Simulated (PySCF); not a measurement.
# Structure from 2D NMR

Compound of formula C4H8F2. Correlations simulated from computed shifts and the bond graph:

HSQC (one-bond C–H):
| δH | δC |
| --- | --- |
| 5.79 | 127.3 |
| 1.84 | 37.7 |
| 1.02 | 16.6 |

COSY cross peaks (H two or three bonds apart, from the bond graph; peaks can be absent where the dihedral angle is near 90°):
| δH | δH |
| --- | --- |
| 5.79 | 1.84 |
| 1.84 | 1.02 |

HMBC (two and three bonds, from the bond graph):
| δH | δC |
| --- | --- |
| 5.79 | 37.7, 16.6 |
| 1.84 | 127.3, 16.6 |
| 1.02 | 127.3, 37.7, 16.6 |

PySCF calculation with NMR shieldings at B97-2/pcSseg-2/GIAO and PBE0-D3(BJ)/def2-TZVP structure; a single conformation, no solvent, non-relativistic Hamiltonian, equivalent nuclei averaged.

Scale: TMS for ¹H, ¹³C (reference shieldings calculated alike).

Exchangeable hydrogens are left out of these lists.

**Question.** Which molecule is this?

**Answer.** (CH3)2CHCHF2 (CC(C)C(F)F).

Mapped SMILES: `[CH3:1][CH:2]([CH3:3])[CH:4]([F:5])[F:6]`. Each H is labelled by its parent atom.

δC 127.3 is C4, an sp3 CH bonded to 2 F (δH 5.79). δC 37.7 is C2, an sp3 CH (δH 1.84). δC 16.6 is C1/C3, a methyl carbon (δH 1.02). COSY links 5.79–1.84, 1.84–1.02.

The shifts were computed for this structure.

Shifts are as computed. Against solution values, carbons near 30 ppm lie about +3 ppm off and those near 130 ppm about +7 ppm. Of 1211 compounds with measured shifts, 218 miss one by over three times the rms of a fit or turn the order of signals round; such compounds aren't used in these exercises.
